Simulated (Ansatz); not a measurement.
A calculation with Ansatz (development build ahead of 0.2.0).

```yaml
crystal:
  periodic: [false, false, false]
  atoms:
    - { symbol: Li, position_ang: [0.02238, 0.04397, -1.59995] }
    - { symbol: Li, position_ang: [-0.0472, 0.0048, 1.59224] }
basis:
  gaussian: { orbitals: def2-SVP }
total_charge: 1
magnetization:
  spin_polarized: true
  initial_magnetization: 1
hamiltonian:
  xc: hf
correlation:
  method: ccsd_t
  frozen_orbitals: { Li: 0 }
scf:
  omitted_lower_state_checks: [starts, atomic_configurations, cluster_reference, orbital_swaps, given_window_search, neighbouring_geometries, increment]
```

The input is written out in the form of the current development build from the run's settings.

The run gave:

```yaml
Converged: yes
Reference_energy: -14.70289 hartree
Correlation_energy: -0.00499 hartree
Total_energy: -14.70788 hartree
Stability_test: minimum
```
